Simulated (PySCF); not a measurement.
# H: ionisation energy

H 1s1 (2S) → H⁺ (bare nucleus), as a difference of total energies. All numbers are calculated (PySCF 2.14, the non-relativistic Hamiltonian (point nucleus), in dyall-av3z (10s3p2d, 29 functions)). The calculations carry no spin-orbit coupling.

```
   method  ionisation energy (eV)
      UHF                  13.606
      LDA                  13.025
      PBE                  13.605
     PBE0                  13.642
   r2SCAN                  13.610
   M06-2X                  13.574
BHandHLYP                  13.573
    M06-L                  13.715
     PW91                  13.648
```

For comparison: 13.598 eV (theoretical estimate listed by NIST; NIST Atomic Spectra Database, ionization energies).
